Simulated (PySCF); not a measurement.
AlF3, SMILES [F][Al]([F])[F]. Atoms are numbered in the order given.

```xyz
4

Al     0.0000     0.0000     0.0000
F     -1.6366     0.0000     0.0000
F      0.8183     1.4173     0.0000
F      0.8183    -1.4173     0.0000
```
Charge 0, spin multiplicity 1.

Geometry: TPSSh-D3(BJ)/def2-TZVP. The isomer is the one that the SMILES or the coordinates give; other isomers of the formula were not compared.

Level of theory: PySCF with PBE/def2-TZVPD.

Symmetry labels are those of the subgroup C2v that the program uses (full group D3h).

Computed valence orbital energies around the gap with their symmetry:
```tsv
orbital	symmetry	energy (eV)
HOMO−7	A1	-11.26
HOMO−6	B1	-11.26
HOMO−5	B2	-10.70
HOMO−4	B1	-10.36
HOMO−3	A1	-10.36
HOMO−2	A2	-10.20
HOMO−1	B2	-10.20
HOMO	B1	-9.70
LUMO	A1	-2.59
LUMO+1	B2	-0.98
LUMO+2	A1	0.75
LUMO+3	B1	0.75
```
